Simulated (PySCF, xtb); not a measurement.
CH3AlS: where a starting geometry ends

The starting geometry of this gas-phase singlet was built from a drawn formula by distance geometry and a force field; its bonds are those of `[AlH2][CH]=S`.

```csv
atom,x (Å),y (Å),z (Å)
C,0.0714,-0.4519,-0.0280
Al,-1.0910,0.1712,1.3965
S,1.3935,0.0570,-0.2468
H,-2.5845,-0.3594,1.5890
H,-0.5400,1.3353,2.4247
H,-0.3235,-1.1789,-0.7772
```

Question: Predict what it relaxes into with r2SCAN-D4/def2-SVP.

Answer: It keeps its bonds, and is `[AlH2][CH]=S`. Distances that change by over a tenth: C1–S3 (1.43 → 1.64 Å).

The energy falls by 1.23 eV over 13 steps:

```tsv
step	E − E(last) (eV)
1	1.225
2	0.106
4	0.003
5	0.001
6	0.000
8	0.000
9	0.000
10	0.000
12	0.000
13	0.000
```

Final geometry (Å):

```xyz
6

C     0.1133   -0.3991   -0.0468
Al   -1.0555    0.2402    1.4204
S     1.6345    0.1958   -0.1598
H    -2.5207   -0.3588    1.5858
H    -0.4693    1.3411    2.3929
H    -0.1921   -1.1486   -0.8049
```

From the same start GFN2-xTB ends elsewhere, differing in Al2–S3 (2.36 against 3.12 Å here).

No frequencies were run, so the end isn't proven a minimum. Run with PySCF 2.14.0, 3.5 min on 2 threads of Intel(R) Xeon(R) Processor @ 2.50GHz (Skylake/Cascade Lake), with other jobs on the host.
